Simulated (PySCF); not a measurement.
# C5H3N: magnetic properties

What do calculations give for the magnetic properties of C5H3N (`C#C/C=C/C#N`)?

Programs: PySCF 2.14.0, with routines of our own; each step states its level. All values are computed. Atoms count from 0.

## Step 1: The system as given

9 atoms, charge 0, multiplicity 1; geometry from: GFN2-xTB.

## Step 2: Magnetic properties: GIAO B3LYP/pcSseg-1

What the job is given:

```
{"job": {"kind": "mag", "xc": "B3LYP", "basis": "pcSseg-1", "isotopologues": 2}, "charge": 0, "multiplicity": 1}
C      2.533876     0.372572    -0.161899
C      1.371974     0.077958    -0.069023
C      0.016219    -0.266719     0.045895
C     -0.911648     0.115716    -0.845089
C     -2.263184    -0.241129    -0.713427
N     -3.369026    -0.530749    -0.612353
H      3.548736     0.628549    -0.235435
H     -0.255772    -0.867316     0.905508
H     -0.657613     0.717111    -1.708227
```

With the program's defaults for keys left out, this is: GIAO B3LYP/pcSseg-1 magnetisability, rotational g tensor and spin-rotation constants, non-relativistic, gas phase.

Command:

```sh
OMP_NUM_THREADS=1 python excited_run.py task.json out
```

The driver reads the jobs from task.json and runs them one after another.

The program printed:

```text
coarse grid: 8352 points
cycle   1  E = -246.8531913048  dE =  9.121e-01  |g| = 4.774e-01  |ddm| = 3.198e+00
cycle   2  E = -246.6868463481  dE =  1.663e-01  |g| = 9.818e-01  |ddm| = 1.474e+00
cycle   3  E = -246.9035637725  dE = -2.167e-01  |g| = 1.717e-01  |ddm| = 9.789e-01
cycle   4  E = -246.9104218151  dE = -6.858e-03  |g| = 3.914e-02  |ddm| = 1.535e-01
cycle   5  E = -246.9105974999  dE = -1.757e-04  |g| = 2.962e-02  |ddm| = 4.633e-02
cycle   6  E = -246.9108018559  dE = -2.044e-04  |g| = 6.003e-03  |ddm| = 2.363e-02
cycle   7  E = -246.9108114614  dE = -9.605e-06  |g| = 9.624e-04  |ddm| = 5.740e-03
final grid: 83152 points
cycle   8  E = -246.9608632887  dE = -1.862e-05  |g| = 3.186e-03  |ddm| = 3.306e-02
cycle   9  E = -246.9608634946  dE = -2.059e-07  |g| = 3.059e-03  |ddm| = 6.979e-03
cycle  10  E = -246.9608658684  dE = -2.374e-06  |g| = 8.226e-04  |ddm| = 3.304e-03
cycle  11  E = -246.9608660535  dE = -1.851e-07  |g| = 1.972e-04  |ddm| = 7.853e-04
cycle  12  E = -246.9608660597  dE = -6.186e-09  |g| = 1.271e-04  |ddm| = 2.375e-04
cycle  13  E = -246.9608660633  dE = -3.642e-09  |g| = 3.750e-05  |ddm| = 1.168e-04
cycle  14  E = -246.9608660636  dE = -3.068e-10  |g| = 9.337e-06  |ddm| = 2.860e-05
converged SCF energy = -246.9608660636

Magnetisability tensor (1e-30 J/T^2)
     -827.20      -11.42        4.40
      -11.42     -748.43      -62.09
        4.40      -62.09     -686.74
isotropic -754.12   principal values    -829.02   -785.62   -647.73
isotropic susceptibility -45.414 1e-6 cm^3/mol

Inertial axes            a          b          c
rot. const./GHz     46.3164     1.5019     1.4548
chi total           -49.849    -39.082    -47.311
chi diamagnetic     -93.483   -816.401   -845.934
chi paramagnetic     43.634    777.318    798.623
quadrupole/D A       -6.345      6.254      0.091
g nuclear            0.7216     0.5283     0.5343
g electronic        -0.9494    -0.5485    -0.5458
g total             -0.2278    -0.0202    -0.0115

Spin-rotation constants (kHz, H = +C I.J)
atom  isotope        aa         bb         cc
  5    14N        3.179      0.329      0.338
  6     1H        1.764     -0.168     -0.172
  7     1H       -4.372      0.129     -0.168
  8     1H       -4.473      0.119     -0.173
  0    13C*       7.896      0.470      0.476
  1    13C*       0.285      0.550      0.548
  2    13C*      20.348      0.618      0.203
  3    13C*      18.925      0.533      0.204
  4    13C*       0.957      0.652      0.667
* in the singly substituted isotopologue

Isotopologues: g along a, b, c
2H    at 6,7,8             -0.1584    -0.0195    -0.0111
13C   at 0                 -0.2275    -0.0199    -0.0114
```

Wall time 12 s (1 thread of Arm Neoverse N1, shared host); peak memory 0.54 GiB.

From this job:

```csv
quantity,value
magnetisability,-754·10⁻³⁰ J/T²
molar susceptibility,-45.4·10⁻⁶ cm³/mol
"rotational g (a, b, c)","-0.2278, -0.0202, -0.0115"
```

## Step 3: Magnetic properties: GIAO OLYP/3-21G

Settings changed since step 2:

```diff
@@ -1,2 +1,2 @@
-{"job": {"kind": "mag", "xc": "B3LYP", "basis": "pcSseg-1", "isotopologues": 2}, "charge": 0, "multiplicity": 1}
+{"job": {"kind": "mag", "xc": "OLYP", "basis": "3-21G", "scf": {"damp": 0.2}}, "charge": 0, "multiplicity": 1}
 C      2.533876     0.372572    -0.161899
```

Level: GIAO OLYP/3-21G magnetisability, rotational g tensor and spin-rotation constants, non-relativistic, gas phase.

The program printed:

```text
damping 0.20 in the first 6 cycles
final grid: 83152 points
cycle   1  E = -245.4860490495  dE =  7.264e-01  |g| = 4.087e-01  |ddm| = 4.031e+00
cycle   2  E = -245.3760606678  dE =  1.100e-01  |g| = 8.095e-01  |ddm| = 1.234e+00
cycle   3  E = -244.8270453262  dE =  5.490e-01  |g| = 1.709e+00  |ddm| = 2.122e+00
cycle   4  E = -240.3309436822  dE =  4.496e+00  |g| = 3.254e+00  |ddm| = 4.380e+00
cycle   5  E = -224.7647897842  dE =  1.557e+01  |g| = 7.371e+00  |ddm| = 4.455e+01
cycle   6  E = -195.9285714185  dE =  2.884e+01  |g| = 8.240e+00  |ddm| = 4.912e+01
cycle   7  E = -165.6329989379  dE =  3.030e+01  |g| = 7.438e+00  |ddm| = 3.440e+01
cycle   8  E = -188.9302516517  dE = -2.330e+01  |g| = 7.223e+00  |ddm| = 8.873e+01
cycle   9  E = -222.2176265567  dE = -3.329e+01  |g| = 5.111e+00  |ddm| = 8.702e+01
cycle  10  E = -238.8702066866  dE = -1.665e+01  |g| = 3.875e+00  |ddm| = 2.031e+01
cycle  11  E = -231.8540095771  dE =  7.016e+00  |g| = 4.163e+00  |ddm| = 1.243e+01
cycle  12  E = -245.0084054401  dE = -1.315e+01  |g| = 1.255e+00  |ddm| = 1.292e+01
cycle  13  E = -245.0727831919  dE = -6.438e-02  |g| = 1.380e+00  |ddm| = 2.202e+00
cycle  14  E = -245.4451880675  dE = -3.724e-01  |g| = 5.851e-01  |ddm| = 1.654e+00
cycle  15  E = -245.4711214584  dE = -2.593e-02  |g| = 4.511e-01  |ddm| = 6.834e-01
cycle  16  E = -245.5275046766  dE = -5.638e-02  |g| = 8.501e-02  |ddm| = 5.636e-01
cycle  17  E = -245.5296932900  dE = -2.189e-03  |g| = 4.541e-02  |ddm| = 1.373e-01
cycle  18  E = -245.5302258054  dE = -5.325e-04  |g| = 1.160e-02  |ddm| = 5.218e-02
cycle  19  E = -245.5302586645  dE = -3.286e-05  |g| = 2.498e-03  |ddm| = 1.415e-02
cycle  20  E = -245.5302612853  dE = -2.621e-06  |g| = 2.713e-04  |ddm| = 3.847e-03
cycle  21  E = -245.5302613088  dE = -2.353e-08  |g| = 3.215e-05  |ddm| = 3.843e-04
cycle  22  E = -245.5302613092  dE = -3.714e-10  |g| = 5.065e-06  |ddm| = 6.965e-05
converged SCF energy = -245.5302613092

Magnetisability tensor (1e-30 J/T^2)
     -806.20       -6.69        5.88
       -6.69     -760.63      -52.52
        5.88      -52.52     -708.38
isotropic -758.40   principal values    -807.22   -792.69   -675.29
isotropic susceptibility -45.672 1e-6 cm^3/mol

Inertial axes            a          b          c
rot. const./GHz     46.3164     1.5019     1.4548
chi total           -48.542    -40.737    -47.737
chi diamagnetic     -92.092   -813.898   -843.173
chi paramagnetic     43.550    773.160    795.436
quadrupole/D A       -4.940      5.770     -0.830
g nuclear            0.7216     0.5283     0.5343
g electronic        -0.9476    -0.5455    -0.5436
g total             -0.2260    -0.0173    -0.0093

Spin-rotation constants (kHz, H = +C I.J)
atom  isotope        aa         bb         cc
  5    14N        2.670      0.272      0.276
  6     1H        1.660     -0.179     -0.184
  7     1H       -4.463      0.110     -0.182
  8     1H       -4.562      0.102     -0.185
  0    13C*       6.527      0.356      0.360
  1    13C*       0.925      0.419      0.412
  2    13C*      15.537      0.475      0.146
  3    13C*      14.709      0.418      0.149
  4    13C*       1.267      0.505      0.514
* in the singly substituted isotopologue
```

Wall time 9.2 s (1 thread of Arm Neoverse N1, shared host); peak memory 0.45 GiB.

From this job:

```
              quantity                      value
       magnetisability            -758·10⁻³⁰ J/T²
  molar susceptibility         -45.7·10⁻⁶ cm³/mol
rotational g (a, b, c)  -0.2260, -0.0173, -0.0093
```

## Step 4: Magnetic properties: GIAO HF/6-31G

Settings changed since step 3:

```diff
@@ -1,2 +1,2 @@
-{"job": {"kind": "mag", "xc": "OLYP", "basis": "3-21G", "scf": {"damp": 0.2}}, "charge": 0, "multiplicity": 1}
+{"job": {"kind": "mag", "xc": "HF", "basis": "6-31G", "scf": {"conv": 1e-08}}, "charge": 0, "multiplicity": 1}
 C      2.533876     0.372572    -0.161899
```

Method: GIAO HF/6-31G magnetisability, rotational g tensor and spin-rotation constants, non-relativistic, gas phase.

The program printed:

```text
final grid: 83152 points
cycle   1  E = -245.2257235477  dE =  1.582e+00  |g| = 5.761e-01  |ddm| = 3.370e+00
cycle   2  E = -245.2830587992  dE = -5.734e-02  |g| = 5.059e-01  |ddm| = 1.255e+00
cycle   3  E = -245.3391404547  dE = -5.608e-02  |g| = 7.524e-02  |ddm| = 5.475e-01
cycle   4  E = -245.3414974520  dE = -2.357e-03  |g| = 1.953e-02  |ddm| = 2.127e-01
cycle   5  E = -245.3416372421  dE = -1.398e-04  |g| = 5.220e-03  |ddm| = 4.193e-02
cycle   6  E = -245.3416504320  dE = -1.319e-05  |g| = 1.845e-03  |ddm| = 1.237e-02
cycle   7  E = -245.3416520191  dE = -1.587e-06  |g| = 5.977e-04  |ddm| = 4.191e-03
cycle   8  E = -245.3416522300  dE = -2.110e-07  |g| = 2.171e-04  |ddm| = 1.329e-03
cycle   9  E = -245.3416522869  dE = -5.684e-08  |g| = 1.278e-04  |ddm| = 4.876e-04
cycle  10  E = -245.3416523100  dE = -2.310e-08  |g| = 6.516e-05  |ddm| = 3.658e-04
cycle  11  E = -245.3416523153  dE = -5.343e-09  |g| = 2.665e-05  |ddm| = 1.934e-04
converged SCF energy = -245.3416523153

Magnetisability tensor (1e-30 J/T^2)
     -865.43       -3.95       -1.43
       -3.95     -804.78      -60.32
       -1.43      -60.32     -748.07
isotropic -806.09   principal values    -866.16   -842.35   -709.77
isotropic susceptibility -48.544 1e-6 cm^3/mol

Inertial axes            a          b          c
rot. const./GHz     46.3164     1.5019     1.4548
chi total           -52.150    -42.754    -50.727
chi diamagnetic     -93.153   -817.360   -846.616
chi paramagnetic     41.002    774.605    795.889
quadrupole/D A       -7.647      7.140      0.507
g nuclear            0.7216     0.5283     0.5343
g electronic        -0.8922    -0.5466    -0.5439
g total             -0.1706    -0.0183    -0.0096

Spin-rotation constants (kHz, H = +C I.J)
atom  isotope        aa         bb         cc
  5    14N        3.100      0.303      0.320
  6     1H        1.648     -0.179     -0.184
  7     1H       -4.588      0.121     -0.181
  8     1H       -4.679      0.107     -0.183
  0    13C*       7.218      0.391      0.393
  1    13C*      -2.419      0.445      0.454
  2    13C*      18.808      0.552      0.129
  3    13C*      17.133      0.469      0.136
  4    13C*      -1.216      0.577      0.600
* in the singly substituted isotopologue
```

It took 2.4 s on 1 thread of Arm Neoverse N1, shared host; peak memory 0.45 GiB.

From this job:

```
              quantity                      value
       magnetisability            -806·10⁻³⁰ J/T²
  molar susceptibility         -48.5·10⁻⁶ cm³/mol
rotational g (a, b, c)  -0.1706, -0.0183, -0.0096
```

## Step 5: Magnetic properties side by side

```
              level  ξ (10⁻³⁰ J/T²)     g(a)     g(b)  gap (eV)  functions   time
GIAO B3LYP/pcSseg-1            -754  -0.2278  -0.0202      4.97        117   12 s
    GIAO OLYP/3-21G            -758  -0.2260  -0.0173      3.72         60  9.2 s
      GIAO HF/6-31G            -806  -0.1706  -0.0183     11.32         60  2.4 s
```

## Step 6: What came out

| quantity | value |
| --- | --- |
| magnetisability (step 2, GIAO B3LYP/pcSseg-1) | -754·10⁻³⁰ J/T² |
| molar susceptibility (step 2, GIAO B3LYP/pcSseg-1) | -45.4·10⁻⁶ cm³/mol |
| rotational g (a, b, c) (step 2, GIAO B3LYP/pcSseg-1) | -0.2278, -0.0202, -0.0115 |
| magnetisability over the levels | -806 to -754·10⁻³⁰ J/T² |

In words: The magnetisability spreads by 6.7 % over 3 levels, from GIAO HF/6-31G (2.4 s) to GIAO B3LYP/pcSseg-1 (12 s); the runs took 2.4 s to 12 s. Vibrational averaging and real surroundings are missing from these values.
